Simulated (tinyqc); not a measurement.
Inside a calculation. Method: extended Hueckel theory, for LiH+. The parameters take no account of the charge, which enters only through the electron count. Computed by tinyqc, a small Python program that keeps every step (integrals from PySCF). Settings: charge = 1, K = 2.0, weighted = 1, multiplicity = 2. Command: `OMP_NUM_THREADS=1 python tinyqc.py 20772 20773 out.jsonl` (the two numbers bound the seeds that draw the settings). One thread of a shared host (Intel(R) Xeon(R) Processor @ 2.60GHz), about 0.01 s of CPU time with the checks.

## Overlaps

Geometry (angstrom):
```
atom,x,y,z
Li,0.000000,0.000000,0.000000
H,0.000000,0.000000,1.814000
```

Parameters chosen for this run:
```
element,shell,Slater exponent,H_ii (eV)
H,1s,1.300000,-13.600000
Li,2s,0.650000,-5.400000
Li,2p,0.650000,-3.500000
```

Slater orbitals, each expanded in six Gaussians scaled to its exponent.

overlap S:
```
,1Li 2s,1Li 2px,1Li 2py,1Li 2pz,2H 1s
1Li 2s,1.000000,0.000000,0.000000,0.000000,0.324412
1Li 2px,0.000000,1.000000,0.000000,0.000000,0.000000
1Li 2py,0.000000,0.000000,1.000000,0.000000,0.000000
1Li 2pz,0.000000,0.000000,0.000000,1.000000,0.452912
2H 1s,0.324412,0.000000,0.000000,0.452912,1.000000
```

## Wolfsberg-Helmholz matrix

diagonal H_ii (eV): 1Li 2s -5.400000, 1Li 2px -3.500000, 1Li 2py -3.500000, 1Li 2pz -3.500000, 2H 1s -13.600000

K = 2.000000

H_ij = K' S_ij (H_ii + H_jj)/2 for i != j (the diagonal keeps H_ii), with K' = K + D^2 + D^4 (1 - K), D = (H_ii - H_jj)/(H_ii + H_jj), K = 2.

H (eV):
```
,1Li 2s,1Li 2px,1Li 2py,1Li 2pz,2H 1s
1Li 2s,-5.400000,0.000000,0.000000,0.000000,-6.630955
1Li 2px,0.000000,-3.500000,0.000000,0.000000,0.000000
1Li 2py,0.000000,0.000000,-3.500000,0.000000,0.000000
1Li 2pz,0.000000,0.000000,0.000000,-3.500000,-8.624427
2H 1s,-6.630955,0.000000,0.000000,-8.624427,-13.600000
```

## Orbitals

valence electrons = 1

Solve H C = S C e through S^(-1/2); fill by pairs from the bottom, a degenerate level sharing its electrons equally; each orbital has its largest coefficient positive (the first on a tie).

orbital energies (eV): -14.422975  -4.777738  -3.500000  -3.500000  6.281541

occupations: 1.000000  0.000000  0.000000  0.000000  0.000000

coefficients:
```
,MO1,MO2,MO3,MO4,MO5
1Li 2s,0.183008,0.848899,0.000000,0.000000,0.631259
1Li 2px,0.000000,0.000000,0.998509,-0.054582,0.000000
1Li 2py,0.000000,0.000000,0.054582,0.998509,0.000000
1Li 2pz,0.162028,-0.525663,0.000000,0.000000,0.997434
2H 1s,0.845958,-0.103963,0.000000,0.000000,-0.850649
```

sum of one-electron energies = -14.422975 eV

Within a degenerate level the vectors are fixed only up to a rotation; this is one choice.

## Mulliken analysis

P = C n C^T; charge = valence electrons (H 1, Li 1) minus the sum of (P S)_ii on the atom; overlap population = 2 sum P_ij S_ij between two atoms.

charges: 1Li 0.827950, 2H 0.172050

Overlap populations:
```
pair,value
2-1,0.224609
```
